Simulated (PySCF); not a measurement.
# TPSSh/cc-pVDZ run of C3H3FS (SMILES C=C1SC1F)

What is the vertical ionisation energy of C3H3FS at TPSSh/cc-pVDZ? 

The calculation is run with PySCF 2.14.0.

## (1) Starting point

C3H3FS: 8 atoms, total charge 0, spin state singlet. As SMILES, `C=C1SC1F`. Geometry: relaxed at PBE0-D4/def2-TZVP.

Bond lengths: C1–C2 1.318 Å, C2–S3 1.735 Å, C2–C4 1.442 Å, S3–C4 1.820 Å, C4–F5 1.351 Å, C1–H6 1.083 Å, C1–H7 1.082 Å, C4–H8 1.086 Å. Some angles: C1–C2–S3 145.0°, C1–C2–C4 145.8°, S3–C2–C4 69.2°, C2–S3–C4 47.8°, C2–C4–S3 63.0°, C2–C4–F5 119.1°, S3–C4–F5 118.0°, C2–C1–H6 119.8°, C2–C1–H7 121.7°, C2–C4–H8 121.9°.

## (2) A single-point energy at TPSSh/cc-pVDZ

File calc.py:

```python
from pyscf import gto, dft

mol = gto.M(
    atom='''
C     -0.031500     1.391600     0.301800
C      0.314700     0.155900    -0.000300
S      1.613000    -0.867900    -0.524600
C     -0.139400    -1.203000    -0.166100
F     -0.953200    -1.501200    -1.202400
H     -1.053900     1.611100     0.585100
H      0.679900     2.206300     0.267300
H     -0.337300    -1.850000     0.683400
''',
    verbose=3,
    max_memory=1860,
    basis='cc-pvdz',
)

myscf = dft.RKS(mol)
myscf.xc = 'tpssh'
myscf.grids.level = 6
myscf.conv_tol = 1e-10
myscf.kernel()
if not myscf.converged:
    myscf = myscf.newton().run(myscf.mo_coeff, myscf.mo_occ)

e_tot = myscf.e_tot
print('E(%s) = %.9f' % ('TPSSH', e_tot))
```

Command:

```
$ OMP_NUM_THREADS=1 python calc.py
```

The log of the run:

```text
converged SCF energy = -614.1307510907
E(TPSSH) = -614.130751091
```

It took 68 s on 1 thread of Arm Neoverse V2, shared host; peak memory 0.47 GiB.

## (3) The doublet cation at the same level

File job.py:

```python
from pyscf import gto, dft

mol = gto.M(
    atom='''
C     -0.031500     1.391600     0.301800
C      0.314700     0.155900    -0.000300
S      1.613000    -0.867900    -0.524600
C     -0.139400    -1.203000    -0.166100
F     -0.953200    -1.501200    -1.202400
H     -1.053900     1.611100     0.585100
H      0.679900     2.206300     0.267300
H     -0.337300    -1.850000     0.683400
''',
    spin=1,
    verbose=3,
    basis='cc-pvdz',
    max_memory=1860,
    charge=1,
)

mf = dft.UKS(mol)
mf.xc = 'tpssh'
mf.conv_tol = 1e-10
mf.grids.level = 6
mf.kernel()
if not mf.converged:
    mf = mf.newton().run(mf.mo_coeff, mf.mo_occ)

etot = mf.e_tot
print('E(%s) = %.9f' % ('TPSSH', etot))
```

Command:

```
$ OMP_NUM_THREADS=1 python job.py
```

The log of the run:

```text
WARN: HOMO -0.267731908456506 >= LUMO -0.267731908456507

converged SCF energy = -613.804974054489  <S^2> = 0.7663983  2S+1 = 2.0163316
E(TPSSH) = -613.804974054
```

It took 2.7 min on 1 thread of Arm Neoverse V2, shared host; peak memory 0.52 GiB.

## (4) What came out

Level: TPSSh/cc-pVDZ.

| quantity | value |
| --- | --- |
| singlet C3H3FS: total energy | -614.13075 Eh |
| singlet C3H3FS: dipole moment | 1.43 D |
| singlet C3H3FS: HOMO energy | -6.11 eV |
| singlet C3H3FS: LUMO energy | -0.77 eV |
| singlet C3H3FS: HOMO–LUMO gap | 5.34 eV |
| doublet cation: total energy | -613.80497 Eh |
| doublet cation: HOMO energy (highest over α and β) | -13.80 eV |
| doublet cation: LUMO energy (lowest over α and β) | -11.59 eV |
| doublet cation: ⟨S²⟩ | 0.766 |
| vertical ionisation energy (to the doublet cation) | 8.865 eV |

**Reading.** The vertical ionisation energy comes to 8.86 eV (855 kJ/mol). The negative HOMO energy of the first species, 6.11 eV, lies 2.75 eV below that difference. Mulliken charges (doublet cation) run from -0.15 on C2 to +0.44 on S3.
